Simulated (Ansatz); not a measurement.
Born–Oppenheimer molecular dynamics of AlH₅OSi (8 atoms, charge 0, multiplicity 1). It starts at the highest image of a converged band. Of that band: Neighbouring images differ by up to 2.5 eV, so the band resolves the path poorly. A vibrational analysis at the climbing image gives one clearly imaginary mode, 1491i cm⁻¹: a first-order saddle point.

Theory: Ansatz 0.2.0, RKS PBE0-D4/def2-SVP.

```yaml
ensemble: NVE (velocity Verlet)
time_step: 0.5 fs
steps_asked: 200
starting_velocities_drawn_for: 300 K
seed: 9858
```

First frame:

```xyz
8
Properties=species:S:1:pos:R:3
Al 0.594 -0.119 -0.741
O 0.387 -0.156 1.129
Si -0.218 -0.302 2.700
H -1.659 -0.685 2.627
H 0.548 -1.349 3.435
H -0.074 1.003 3.406
H 1.521 0.236 0.666
H -0.755 -0.608 -1.492
```

Task: How far do the bonds stretch over the last three quarters of this one trajectory? (Pairs bonded in most of those frames.)

Result: 
```json
{"bond": "Al1–H8", "mean (Å)": "1.679", "spread (Å)": "0.045", "shortest": "1.60", "longest": "1.76"}
{"bond": "O2–Si3", "mean (Å)": "1.691", "spread (Å)": "0.027", "shortest": "1.64", "longest": "1.72"}
{"bond": "O2–H7", "mean (Å)": "0.971", "spread (Å)": "0.038", "shortest": "0.91", "longest": "1.03"}
{"bond": "Si3–H4", "mean (Å)": "1.491", "spread (Å)": "0.011", "shortest": "1.47", "longest": "1.51"}
{"bond": "Si3–H5", "mean (Å)": "1.496", "spread (Å)": "0.012", "shortest": "1.47", "longest": "1.52"}
{"bond": "Si3–H6", "mean (Å)": "1.502", "spread (Å)": "0.052", "shortest": "1.42", "longest": "1.58"}
```

Mean temperature of the second half: 640 K. The conserved energy stayed within 0.25 meV per atom of its start (net change 0.021 meV per atom), so the integration is sound. The kinetic energy rose, since the run started high on the potential surface and went downhill. It ends in pieces (AlH + H4OSi), so much of that is their flight and rotation, not heat. A run of 0.1 ps of so small a system gives no equilibrium averages. The orbitals stay closed-shell, which can raise the energy where a bond breaks towards radicals; this wasn't checked here.

Run time: 7.3 min on 1 thread of Arm Neoverse V1, on a shared host, peak memory 0.15 GiB.
